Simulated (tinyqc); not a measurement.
Worked calculation (part 1 of 2): MP2 on RHF in the sto-6g basis, for H3O+, spin multiplicity 1. Computed by tinyqc, a small Python program that keeps every step (integrals from PySCF). Settings: charge = 1, multiplicity = 1, basis = sto-6g, method = RHF, energy threshold = 1e-10, iteration cap = 90, orthogonalisation = symmetric, start = Wolfsberg-Helmholz matrix, DIIS depth = 6. Command: `OMP_NUM_THREADS=1 python tinyqc.py 31842 31843 out.jsonl` (the two numbers bound the seeds that draw the settings). One thread of a shared host (Intel(R) Xeon(R) Processor @ 2.60GHz), about 0.2 s of CPU time with the checks. The early iterations of the SCF are left out here.

## One-electron integrals

Geometry (angstrom):
```
atom          x          y         z
O      0.000000   0.000000  0.367000
H      0.911000   0.000000  0.000000
H     -0.455000   0.789000  0.000000
H     -0.455000  -0.789000  0.000000
```

Basis sto-6g: exponents (1/bohr^2) and contraction coefficients of normalised primitives:
```
element  l (shell)     exponent  coefficient
O            s (1)  1355.584234     0.009164
O            s (1)   248.544885     0.049361
O            s (1)    69.533902     0.168538
O            s (1)    23.886772     0.370563
O            s (1)     9.275933     0.416492
O            s (1)     3.820341     0.130334
O            s (2)    52.187762    -0.013253
O            s (2)    10.329320    -0.046992
O            s (2)     3.210345    -0.033785
O            s (2)     1.235135     0.250242
O            s (2)     0.536420     0.595117
O            s (2)     0.245881     0.240706
O            p (3)    52.187762     0.003760
O            p (3)    10.329320     0.037679
O            p (3)     3.210345     0.173897
O            p (3)     1.235135     0.418036
O            p (3)     0.536420     0.425860
O            p (3)     0.245881     0.101708
H            s (1)    35.523221     0.009164
H            s (1)     6.513144     0.049361
H            s (1)     1.822143     0.168538
H            s (1)     0.625955     0.370563
H            s (1)     0.243077     0.416492
H            s (1)     0.100112     0.130334
```

Overlap, kinetic and nuclear-attraction integrals over the contracted functions; the nuclear repulsion is the sum of Za Zb / Rab.

nuclear repulsion = 13.93906354 hartree

overlap S, lower triangle:
```
           1O 1s     1O 2s     1O 2px     1O 2py     1O 2pz     2H 1s     3H 1s     4H 1s
1O 1s   1.000000
1O 2s   0.231145  1.000000
1O 2px  0.000000  0.000000   1.000000
1O 2py  0.000000  0.000000   0.000000   1.000000
1O 2pz  0.000000  0.000000   0.000000   0.000000   1.000000
2H 1s   0.052348  0.460606   0.356114   0.000000  -0.143462  1.000000
3H 1s   0.052371  0.460729  -0.177927   0.308538  -0.143515  0.229533  1.000000
4H 1s   0.052371  0.460729  -0.177927  -0.308538  -0.143515  0.229533  0.229362  1.000000
```

kinetic energy T (hartree), lower triangle:
```
            1O 1s     1O 2s     1O 2px     1O 2py     1O 2pz     2H 1s     3H 1s     4H 1s
1O 1s   29.327197
1O 2s   -0.896024  0.842618
1O 2px   0.000000  0.000000   2.531309
1O 2py   0.000000  0.000000   0.000000   2.531309
1O 2pz   0.000000  0.000000   0.000000   0.000000   2.531309
2H 1s   -0.003294  0.116211   0.244132   0.000000  -0.098349  0.768522
3H 1s   -0.003288  0.116298  -0.122020   0.211591  -0.098421  0.002744  0.768522
4H 1s   -0.003288  0.116298  -0.122020  -0.211591  -0.098421  0.002744  0.002708  0.768522
```

nuclear attraction V (hartree), lower triangle:
```
             1O 1s       1O 2s      1O 2px      1O 2py      1O 2pz      2H 1s      3H 1s      4H 1s
1O 1s   -62.874916
1O 2s    -6.524950  -10.598248
1O 2px   -0.000007   -0.000094  -10.632155
1O 2py    0.000000    0.000000    0.000000  -10.632372
1O 2pz    0.017494    0.196356    0.000011    0.000000  -10.528979
2H 1s    -1.688383   -3.899371   -2.692977    0.000000    1.145707  -6.076308
3H 1s    -1.689131   -3.900584    1.345527   -2.333342    1.146184  -1.540643  -6.076904
4H 1s    -1.689131   -3.900584    1.345527    2.333342    1.146184  -1.540643  -1.539745  -6.076904
```

core Hamiltonian H = T + V (hartree), lower triangle:
```
             1O 1s      1O 2s     1O 2px     1O 2py     1O 2pz      2H 1s      3H 1s      4H 1s
1O 1s   -33.547719
1O 2s    -7.420975  -9.755629
1O 2px   -0.000007  -0.000094  -8.100847
1O 2py    0.000000   0.000000   0.000000  -8.101063
1O 2pz    0.017494   0.196356   0.000011   0.000000  -7.997670
2H 1s    -1.691678  -3.783161  -2.448845   0.000000   1.047357  -5.307786
3H 1s    -1.692419  -3.784286   1.223506  -2.121751   1.047763  -1.537899  -5.308382
4H 1s    -1.692419  -3.784286   1.223506   2.121751   1.047763  -1.537899  -1.537038  -5.308382
```

## Two-electron integrals

Functions are numbered as in S; the eight-fold symmetry (ij|kl) = (ji|kl) = (kl|ij) leaves the list below.

Two-electron integrals (ij|kl) in chemists' order, unique and non-zero (hartree):
```
(11|11) 4.787491    (21|11) 0.675884    (21|21) 0.121505    (22|11) 1.117379
(22|21) 0.249212    (22|22) 0.817383    (31|31) 0.025762    (32|31) 0.039145
(32|32) 0.180664    (33|11) 1.117381    (33|21) 0.249212    (33|22) 0.817382
(33|33) 0.880663    (41|41) 0.025762    (42|41) 0.039145    (42|42) 0.180664
(43|43) 0.047461    (44|11) 1.117381    (44|21) 0.249212    (44|22) 0.817382
(44|33) 0.785741    (44|44) 0.880663    (51|51) 0.025762    (52|51) 0.039145
(52|52) 0.180664    (53|53) 0.047461    (54|54) 0.047461    (55|11) 1.117381
(55|21) 0.249212    (55|22) 0.817382    (55|33) 0.785741    (55|44) 0.785741
(55|55) 0.880663    (61|11) 0.163360    (61|21) 0.028140    (61|22) 0.056428
(61|31) 0.001274    (61|32) 0.002486    (61|33) 0.056621    (61|44) 0.056306
(61|51) -0.000513   (61|52) -0.001001   (61|53) -0.000127   (61|55) 0.056357
(61|61) 0.006643    (62|11) 0.386655    (62|21) 0.087392    (62|22) 0.316065
(62|31) 0.006469    (62|32) 0.047169    (62|33) 0.324242    (62|44) 0.310892
(62|51) -0.002606   (62|52) -0.019002   (62|53) -0.005378   (62|55) 0.313059
(62|61) 0.020333    (62|62) 0.150279    (63|11) 0.254296    (63|21) 0.058307
(63|22) 0.224935    (63|31) 0.013661    (63|32) 0.086900    (63|33) 0.243821
(63|44) 0.214720    (63|51) -0.001538   (63|52) -0.012868   (63|53) -0.007778
(63|55) 0.216265    (63|61) 0.014207    (63|62) 0.130064    (63|63) 0.133036
(64|41) 0.009843    (64|42) 0.054958    (64|43) 0.009793    (64|54) -0.003945
(64|64) 0.021592    (65|11) -0.102444   (65|21) -0.023489   (65|22) -0.090616
(65|31) -0.001538   (65|32) -0.012868   (65|33) -0.090334   (65|44) -0.086501
(65|51) 0.010463    (65|52) 0.060142    (65|53) 0.011337    (65|55) -0.095013
(65|61) -0.005723   (65|62) -0.052397   (65|63) -0.044896   (65|65) 0.039678
(66|11) 0.520305    (66|21) 0.119781    (66|22) 0.494272    (66|31) 0.011822
(66|32) 0.116696    (66|33) 0.525743    (66|44) 0.474367    (66|51) -0.004762
(66|52) -0.047011   (66|53) -0.020697   (66|55) 0.482705    (66|61) 0.028182
(66|62) 0.293677    (66|63) 0.290458    (66|65) -0.117012   (66|66) 0.774999
(71|11) 0.163432    (71|21) 0.028153    (71|22) 0.056453    (71|31) -0.000637
(71|32) -0.001242   (71|33) 0.056410    (71|41) 0.001104    (71|42) 0.002154
(71|43) -0.000137   (71|44) 0.056568    (71|51) -0.000514   (71|52) -0.001002
(71|53) 0.000063    (71|54) -0.000110   (71|55) 0.056382    (71|61) 0.006544
(71|62) 0.019642    (71|63) 0.012779    (71|64) 0.000543    (71|65) -0.005527
(71|66) 0.026831    (71|71) 0.006649    (72|11) 0.386782    (72|21) 0.087421
(72|22) 0.316163    (72|31) -0.003232   (72|32) -0.023569   (72|33) 0.314321
(72|41) 0.005605    (72|42) 0.040871    (72|43) -0.005778   (72|44) 0.321009
(72|51) -0.002607   (72|52) -0.019011   (72|53) 0.002688    (72|54) -0.004661
(72|55) 0.313157    (72|61) 0.019640    (72|62) 0.121850    (72|63) 0.080058
(72|64) 0.012935    (72|65) -0.041274   (72|66) 0.195366    (72|71) 0.020349
(72|72) 0.150365    (73|11) -0.127066   (73|21) -0.029134   (73|22) -0.112392
(73|31) 0.010800    (73|32) 0.062950    (73|33) -0.118261   (73|41) -0.001652
(73|42) -0.013826   (73|43) 0.010543    (73|44) -0.110856   (73|51) 0.000769
(73|52) 0.006431    (73|53) -0.004904   (73|54) 0.001659    (73|55) -0.108060
(73|61) -0.005912   (73|62) -0.028782   (73|63) -0.002398   (73|64) -0.002395
(73|65) 0.009466    (73|66) -0.032073   (73|71) -0.007102   (73|72) -0.065005
(73|73) 0.049428    (74|11) 0.220340    (74|21) 0.050521    (74|22) 0.194896
(74|31) -0.001652   (74|32) -0.013826   (74|33) 0.188102    (74|41) 0.012712
(74|42) 0.078952    (74|43) -0.008461   (74|44) 0.209202    (74|51) -0.001333
(74|52) -0.011152   (74|53) 0.001659    (74|54) -0.006825   (74|55) 0.187383
(74|61) 0.011339    (74|62) 0.075806    (74|63) 0.049264    (74|64) 0.024628
(74|65) -0.025199   (74|66) 0.122501    (74|71) 0.012315    (74|72) 0.112724
(74|73) -0.048246   (74|74) 0.105268    (75|11) -0.102490   (75|21) -0.023500
(75|22) -0.090655   (75|31) 0.000769    (75|32) 0.006431    (75|33) -0.087495
(75|41) -0.001333   (75|42) -0.011152   (75|43) 0.001659    (75|44) -0.089416
(75|51) 0.010467    (75|52) 0.060164    (75|53) -0.005665   (75|54) 0.009824
(75|55) -0.095054   (75|61) -0.005527   (75|62) -0.041277   (75|63) -0.026564
(75|64) -0.004388   (75|65) 0.030715    (75|66) -0.072519   (75|71) -0.005728
(75|72) -0.052433   (75|73) 0.022441    (75|74) -0.038915   (75|75) 0.039707
(76|11) 0.145181    (76|21) 0.033120    (76|22) 0.129032    (76|31) 0.000985
(76|32) 0.008385    (76|33) 0.129034    (76|41) 0.001705    (76|42) 0.014511
(76|43) 0.000435    (76|44) 0.129535    (76|51) -0.001586   (76|52) -0.013499
(76|53) -0.001447   (76|54) -0.002505   (76|55) 0.128525    (76|61) 0.007618
(76|62) 0.060297    (76|63) 0.048423    (76|64) 0.005930    (76|65) -0.023644
(76|66) 0.120172    (76|71) 0.007621    (76|72) 0.060312    (76|73) -0.019054
(76|74) 0.044916    (76|75) -0.023652   (76|76) 0.029346    (77|11) 0.520392
(77|21) 0.119801    (77|22) 0.494339    (77|31) -0.005907   (77|32) -0.058305
(77|33) 0.487254    (77|41) 0.010243    (77|42) 0.101104    (77|43) -0.022236
(77|44) 0.512989    (77|51) -0.004765   (77|52) -0.047028   (77|53) 0.010343
(77|54) -0.017935   (77|55) 0.482774    (77|61) 0.026824    (77|62) 0.195331
(77|63) 0.122137    (77|64) 0.033405    (77|65) -0.072502   (77|66) 0.330345
(77|71) 0.028199    (77|72) 0.293777    (77|73) -0.145137   (77|74) 0.251677
(77|75) -0.117067   (77|76) 0.120172    (77|77) 0.774999    (81|11) 0.163432
(81|21) 0.028153    (81|22) 0.056453    (81|31) -0.000637   (81|32) -0.001242
(81|33) 0.056410    (81|41) -0.001104   (81|42) -0.002154   (81|43) 0.000137
(81|44) 0.056568    (81|51) -0.000514   (81|52) -0.001002   (81|53) 0.000063
(81|54) 0.000110    (81|55) 0.056382    (81|61) 0.006544    (81|62) 0.019642
(81|63) 0.012779    (81|64) -0.000543   (81|65) -0.005527   (81|66) 0.026831
(81|71) 0.006547    (81|72) 0.019648    (81|73) -0.006855   (81|74) 0.010800
(81|75) -0.005529   (81|76) 0.007409    (81|77) 0.026834    (81|81) 0.006649
(82|11) 0.386782    (82|21) 0.087421    (82|22) 0.316163    (82|31) -0.003232
(82|32) -0.023569   (82|33) 0.314321    (82|41) -0.005605   (82|42) -0.040871
(82|43) 0.005778    (82|44) 0.321009    (82|51) -0.002607   (82|52) -0.019011
(82|53) 0.002688    (82|54) 0.004661    (82|55) 0.313157    (82|61) 0.019640
(82|62) 0.121850    (82|63) 0.080058    (82|64) -0.012935   (82|65) -0.041274
(82|66) 0.195366    (82|71) 0.019648    (82|72) 0.121870    (82|73) -0.051183
(82|74) 0.062883    (82|75) -0.041284   (82|76) 0.049928    (82|77) 0.195344
(82|81) 0.020349    (82|82) 0.150365    (83|11) -0.127066   (83|21) -0.029134
(83|22) -0.112392   (83|31) 0.010800    (83|32) 0.062950    (83|33) -0.118261
(83|41) 0.001652    (83|42) 0.013826    (83|43) -0.010543   (83|44) -0.110856
(83|51) 0.000769    (83|52) 0.006431    (83|53) -0.004904   (83|54) -0.001659
(83|55) -0.108060   (83|61) -0.005912   (83|62) -0.028782   (83|63) -0.002398
(83|64) 0.002395    (83|65) 0.009466    (83|66) -0.032073   (83|71) -0.006855
(83|72) -0.051183   (83|73) 0.038114    (83|74) -0.025809   (83|75) 0.017066
(83|76) -0.015463   (83|77) -0.089898   (83|81) -0.007102   (83|82) -0.065005
(83|83) 0.049428    (84|11) -0.220340   (84|21) -0.050521   (84|22) -0.194896
(84|31) 0.001652    (84|32) 0.013826    (84|33) -0.188102   (84|41) 0.012712
(84|42) 0.078952    (84|43) -0.008461   (84|44) -0.209202   (84|51) 0.001333
(84|52) 0.011152    (84|53) -0.001659   (84|54) -0.006825   (84|55) -0.187383
(84|61) -0.011339   (84|62) -0.075806   (84|63) -0.049264   (84|64) 0.024628
(84|65) 0.025199    (84|66) -0.122501   (84|71) -0.010800   (84|72) -0.062883
(84|73) 0.025809    (84|74) -0.015966   (84|75) 0.020817    (84|76) -0.026825
(84|77) -0.089087   (84|81) -0.012315   (84|82) -0.112724   (84|83) 0.048246
(84|84) 0.105268    (85|11) -0.102490   (85|21) -0.023500   (85|22) -0.090655
(85|31) 0.000769    (85|32) 0.006431    (85|33) -0.087495   (85|41) 0.001333
(85|42) 0.011152    (85|43) -0.001659   (85|44) -0.089416   (85|51) 0.010467
(85|52) 0.060164    (85|53) -0.005665   (85|54) -0.009824   (85|55) -0.095054
(85|61) -0.005527   (85|62) -0.041277   (85|63) -0.026564   (85|64) 0.004388
(85|65) 0.030715    (85|66) -0.072519   (85|71) -0.005529   (85|72) -0.041284
(85|73) 0.017066    (85|74) -0.020817   (85|75) 0.030721    (85|76) -0.019003
(85|77) -0.072511   (85|81) -0.005728   (85|82) -0.052433   (85|83) 0.022441
(85|84) 0.038915    (85|85) 0.039707    (86|11) 0.145181    (86|21) 0.033120
(86|22) 0.129032    (86|31) 0.000985    (86|32) 0.008385    (86|33) 0.129034
(86|41) -0.001705   (86|42) -0.014511   (86|43) -0.000435   (86|44) 0.129535
(86|51) -0.001586   (86|52) -0.013499   (86|53) -0.001447   (86|54) 0.002505
(86|55) 0.128525    (86|61) 0.007618    (86|62) 0.060297    (86|63) 0.048423
(86|64) -0.005930   (86|65) -0.023644   (86|66) 0.120172    (86|71) 0.007409
(86|72) 0.049928    (86|73) -0.015463   (86|74) 0.026825    (86|75) -0.019003
(86|76) 0.024491    (86|77) 0.082537    (86|81) 0.007621    (86|82) 0.060312
(86|83) -0.019054   (86|84) -0.044916   (86|85) -0.023652   (86|86) 0.029346
(87|11) 0.145108    (87|21) 0.033103    (87|22) 0.128956    (87|31) -0.001965
(87|32) -0.016729   (87|33) 0.129704    (87|44) 0.128712    (87|51) -0.001585
(87|52) -0.013494   (87|53) 0.002888    (87|55) 0.128453    (87|61) 0.007402
(87|62) 0.049889    (87|63) 0.030949    (87|65) -0.018987   (87|66) 0.082494
(87|71) 0.007617    (87|72) 0.060268    (87|73) -0.029301   (87|74) 0.038956
(87|75) -0.023634   (87|76) 0.024474    (87|77) 0.120065    (87|81) 0.007617
(87|82) 0.060268    (87|83) -0.029301   (87|84) -0.038956   (87|85) -0.023634
(87|86) 0.024474    (87|87) 0.029299    (88|11) 0.520392    (88|21) 0.119801
(88|22) 0.494339    (88|31) -0.005907   (88|32) -0.058305   (88|33) 0.487254
(88|41) -0.010243   (88|42) -0.101104   (88|43) 0.022236    (88|44) 0.512989
(88|51) -0.004765   (88|52) -0.047028   (88|53) 0.010343    (88|54) 0.017935
(88|55) 0.482774    (88|61) 0.026824    (88|62) 0.195331    (88|63) 0.122137
(88|64) -0.033405   (88|65) -0.072502   (88|66) 0.330345    (88|71) 0.026834
(88|72) 0.195344    (88|73) -0.089898   (88|74) 0.089087    (88|75) -0.072511
(88|76) 0.082537    (88|77) 0.330247    (88|81) 0.028199    (88|82) 0.293777
(88|83) -0.145137   (88|84) -0.251677   (88|85) -0.117067   (88|86) 0.120172
(88|87) 0.120065    (88|88) 0.774999
```

## Orthogonalisation

S = U s U^T; symmetric (Loewdin) form X = U s^(-1/2) U^T, so that X^T S X = 1.

eigenvalues of S: 0.339709  0.434162  0.434305  0.925839  1.059439  1.336105  1.336477  2.133964

X, lower triangle:
```
            1O 1s      1O 2s     1O 2px     1O 2py    1O 2pz      2H 1s      3H 1s     4H 1s
1O 1s    1.023501
1O 2s   -0.144603   1.310311
1O 2px  -0.000002   0.000006   1.108235
1O 2py   0.000000   0.000000   0.000000   1.108383
1O 2pz   0.007609  -0.088472   0.000001   0.000000  1.027044
2H 1s    0.018056  -0.263018  -0.257550   0.000000  0.080647   1.199534
3H 1s    0.018062  -0.263177   0.128728  -0.223168  0.080707  -0.074707   1.199644
4H 1s    0.018062  -0.263177   0.128728   0.223168  0.080707  -0.074707  -0.074638  1.199644
```

## Iteration 8 (converged): orbitals

converged F (hartree), lower triangle:
```
             1O 1s      1O 2s     1O 2px     1O 2py     1O 2pz      2H 1s      3H 1s      4H 1s
1O 1s   -21.134743
1O 2s    -5.106212  -2.896612
1O 2px   -0.000005  -0.000036  -0.914763
1O 2py    0.000000   0.000000   0.000000  -0.914959
1O 2pz    0.023062   0.134470  -0.000006   0.000000  -0.930016
2H 1s    -1.163905  -1.196735  -0.616542   0.000000   0.299204  -0.901374
3H 1s    -1.164410  -1.197075   0.308005  -0.534114   0.299302  -0.447885  -0.901585
4H 1s    -1.164410  -1.197075   0.308005   0.534114   0.299302  -0.447885  -0.447687  -0.901585
```

Diagonalise F' = X^T F X, C = X C', fill 5 alpha and 5 beta electrons from the bottom; D = 2 C_occ C_occ^T. Each column has its largest component positive (the first on a tie).

F' = X^T F X (hartree), lower triangle:
```
            1          2          3          4          5          6          7          8
1  -20.800762
2   -2.525841  -1.639204
3   -0.000015  -0.000007  -0.640894
4    0.000000   0.000000   0.000000  -0.640785
5    0.031329  -0.044168  -0.000010   0.000000  -0.861418
6   -0.196962  -0.490039  -0.521967   0.000000   0.183469  -0.310382
7   -0.197106  -0.490274   0.260847  -0.452182   0.183575  -0.089739  -0.310307
8   -0.197106  -0.490274   0.260847   0.452182   0.183575  -0.089739  -0.089697  -0.310307
```

orbital energies (hartree): MO1 -21.137891, MO2 -1.812690, MO3 -1.103805, MO4 -1.103574, MO5 -0.936785, MO6 0.096200, MO7 0.242075, MO8 0.242410

coefficients C:
```
              MO1        MO2        MO3        MO4        MO5        MO6        MO7        MO8
1O 1s    0.996617  -0.226564   0.000000   0.000021  -0.067698  -0.142619  -0.000062   0.000000
1O 2s    0.016389   0.870219   0.000000  -0.000086   0.356838   1.033669   0.000521   0.000000
1O 2px   0.000000   0.000040   0.000000   0.712777  -0.000007   0.000483  -0.905322   0.000000
1O 2py   0.000000   0.000000   0.712668   0.000000   0.000000   0.000000   0.000000   0.905663
1O 2pz  -0.002499  -0.138914   0.000000   0.000045   0.920852  -0.463642  -0.000237   0.000000
2H 1s   -0.003085   0.092115   0.000000   0.401553  -0.106448  -0.651241   0.993578   0.000000
3H 1s   -0.003086   0.092145   0.347676  -0.200695  -0.106493  -0.650996  -0.497150  -0.860711
4H 1s   -0.003086   0.092145  -0.347676  -0.200695  -0.106493  -0.650996  -0.497150   0.860711
```

D after iteration 8, lower triangle:
```
            1O 1s      1O 2s     1O 2px     1O 2py     1O 2pz      2H 1s      3H 1s     4H 1s
1O 1s    2.098319
1O 2s   -0.409968   1.769767
1O 2px   0.000014  -0.000057   1.016102
1O 2py   0.000000   0.000000   0.000000   1.015793
1O 2pz  -0.066715   0.415338   0.000039   0.000000   1.734542
2H 1s   -0.033458   0.084180   0.572445   0.000000  -0.221586   0.362142
3H 1s   -0.033495   0.084304  -0.286092   0.495556  -0.221731  -0.121513   0.361996
4H 1s   -0.033495   0.084304  -0.286092  -0.495556  -0.221731  -0.121513  -0.121519  0.361996
```

## Convergence

Stop when the energy changes by less than 1e-10 hartree and every element of the error matrix X^T (F D S - S D F) X is below 3e-06.

Course of the cycle:
```
iteration   E (hartree)     change  largest element of the error matrix
1          -75.81604072          -                             5.92e-01
2          -76.02441045  -2.08e-01                             9.52e-02
3          -76.03822667  -1.38e-02                             1.70e-02
4          -76.03893486  -7.08e-04                             3.21e-03
5          -76.03896381  -2.90e-05                             1.10e-03
6          -76.03896764  -3.82e-06                             1.13e-05
7          -76.03896764  -1.44e-10                             3.58e-08
8          -76.03896764  -5.68e-14                             1.18e-08
```

PySCF RHF in the same basis = -76.03896764 hartree

Converged in 8 iterations.
